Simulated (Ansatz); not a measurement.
Ideal-gas functions of disilane (`[SiH3][SiH3]`) at 800 K and 1 bar, from an Ansatz frequency run at PBE0-D4/def2-TZVP.

Molar mass 62.22 g/mol, point group D3d (symmetry number 6), electronic degeneracy 1, moments of inertia 11.777, 99.853, 99.853 u Å². Harmonic wavenumbers (cm⁻¹, unscaled): 135, 362, 362, 433, 625, 625, 836, 909, 932, 932, 946, 946, 2213, 2220, 2222, 2222, 2232, 2232.

Use S(trans) = R[1.5 ln M + 2.5 ln T − 1.1517]; rotational temperatures θ = 24.2544 K / I; S(rot) = R[ln(√π/σ · √(T³/θAθBθC)) + 1.5]; for each mode x = 1.438777 ν̃/T, S = R[x/(eˣ − 1) − ln(1 − e⁻ˣ)] and H = RT x/(eˣ − 1); 1 cm⁻¹ = 0.0119627 kJ/mol; R = 8.31446 J/(mol·K).

By hand: the entropy, in J/(mol·K).

Translation 180.9. Rotation: θ = 2.0595, 0.2429, 0.2429 K, giving 94.5. Vibration, mode by mode: 20.10, 12.03, 12.03, 10.60, 7.77, 7.77, 5.67, 5.10, 4.93, 4.93, 4.83, 4.83, 0.79, 0.78, 0.78, 0.78, 0.77, 0.77, in all 105.2. Electronic 0.0. Sum 380.6 J/(mol·K).

By hand: H − E and G − E in kJ/mol, counted from the electronic energy.

Zero-point energy ½ × 21384 × 0.0119627 = 127.9; thermal vibration 45.6; translation, rotation and pV give 4 RT = 26.6. H − E = 200.1 kJ/mol, and G − E = 200.1 − 800 × 380.6/1000 = -104.4 kJ/mol.

Vibration gives 28 % of the entropy, 20.1 J/(mol·K) of it from the mode under 150 cm⁻¹: soft modes count most, and the harmonic formula is weakest for them.
